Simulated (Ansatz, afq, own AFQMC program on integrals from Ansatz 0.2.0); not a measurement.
Breaking Ga3–S5 in C3H9GaS, singlet

```xyz
14

C    -0.4197    2.1204    0.3139
C     0.2427    0.8342    0.7910
Ga    0.0228   -0.7637   -0.3537
C     0.7230   -2.5622    0.0172
S    -1.1334   -0.5691   -2.2412
H    -0.2457    2.9576    1.0103
H    -1.5115    2.0081    0.2150
H    -0.0378    2.4382   -0.6697
H    -0.1238    0.5525    1.7947
H     1.3313    0.9772    0.9172
H     0.7223   -3.1932   -0.8830
H     0.0940   -3.0536    0.7775
H     1.7472   -2.5157    0.4182
H    -1.4244    0.7401   -2.0787
```

Products: C3H8Ga (doublet; CH3–CH2–Ga–CH3) and HS (doublet), each relaxed with PBE0/def2-SVP like the molecule; electronic energies without zero-point terms. Determinants: RHF, UHF and UHF in that order.

Basis def2-SVP. Noble-gas cores (and the filled d shells of Ga–Kr and In–Xe) are frozen. Integrals, coupled cluster, full CI and functionals: Ansatz 0.2.0; the random walks run on the same integrals in our own AFQMC program. The CISD trial takes its coefficients from CCSD amplitudes. Released means that phaseless walkers are propagated on without the constraint, phases kept. Uncertainties: one standard error, sampling alone. No spin–orbit coupling. The errors of all members are added in quadrature.

No full CI on the walks' own integrals is used here. The released AFQMC energy serves as the reference, which it does only where one determinant dominates, the energy is flat over the last release times and near the phaseless one (40 meV or 2 meV an electron, half that with transition metals). On small molecules, where full CI could be run and the noise was under 10 meV, such values lay within 10 meV of it in 19 cases of 20, a flattering rate, since the rule was set on those same cases; what remains of the bias isn't in the error bar. Each member takes its own surest rung, up to full CI.

The best estimate is CCSD(T) at the basis-set limit (CBS: def2-TZVPP and def2-QZVPP, with their diffuse functions for anions and beside diffuse sets, MP2 extrapolated, CCSD(T) minus MP2 from TZVPP) plus the step from CCSD(T) to AFQMC with the constraint released in def2-SVP. Rows without CBS are in def2-SVP, the functionals in def2-TZVP; B2PLYP and the wave-function rows carry a basis error of their own. Core correlation and relativity beyond core potentials are missing, and ± holds the sampling alone.

Cautions: inner d shell frozen; no relativity below Rb; no spin-orbit coupling; C₃H₉GaS (singlet): the released value is read at 0.90 1/Eh with a noise of 21 meV, more than in the cases checked (meV from the phaseless value at times in 1/Eh: -20 ± 10 at 0.21, -24 ± 14 at 0.42, -35 ± 16 at 0.63, -26 ± 21 at 0.90); C₃H₈Ga (doublet): the released value is read at 0.90 1/Eh with a noise of 14 meV, more than in the cases checked (meV from the phaseless value at times in 1/Eh: -9 ± 12 at 0.21, -8 ± 10 at 0.42, -30 ± 11 at 0.63, -14 ± 14 at 0.90); HS (doublet): full CI with its own frozen core.

Best estimate: 391.0 ± 2.4 kJ/mol.

```
         level  bond energy (kJ/mol)  error against the best estimate (kJ/mol)
            HF                 283.3                              -107.7 ± 2.4
           MP2                 377.8                               -13.2 ± 2.4
          CCSD                 359.4                               -31.6 ± 2.4
       CCSD(T)                 366.1                               -24.9 ± 2.4
 ph-AFQMC/CISD           365.6 ± 1.8                               -25.4 ± 3.0
released AFQMC           367.2 ± 2.5                                     -23.8
        HF/CBS                 278.6                              -112.4 ± 2.4
       MP2/CBS                 406.3                                15.3 ± 2.4
   CCSD(T)/CBS                 390.6                                -0.4 ± 2.4
           PBE                 379.2                               -11.8 ± 2.4
        r2SCAN                 380.8                               -10.2 ± 2.4
          PBE0                 379.7                               -11.2 ± 2.4
         B3LYP                 359.6                               -31.4 ± 2.4
       wB97M-V                 391.1                                 0.1 ± 2.4
        B2PLYP                 373.0                               -18.0 ± 2.4
```

Correlation beyond CCSD(T) changes it by less than twice the noise. Going to the basis-set limit adds 24.5 kJ/mol at CCSD(T). The perturbative (T) step is worth +6.7 kJ/mol.

Best estimates are given only where the step beyond CCSD(T) is under 0.3 eV and no member's determinant is very poor (T1 over 0.05, or 0.07 for open shells, ⟨S²⟩ too high by 0.3, two states mixed), so the hardest cases are missing from such tables.

The functionals ran in a triple-zeta set and keep a basis error of their own, a few kJ/mol for each bond in atomization energies and more for double hybrids, so close places among them and the extrapolated levels can swap.

Each member of a difference takes its own highest rung, so a best estimate needn't equal the limit plus the step of one row. Released energies are given only where the last usable release times agree within the noise; a slower fall can still hide under it.
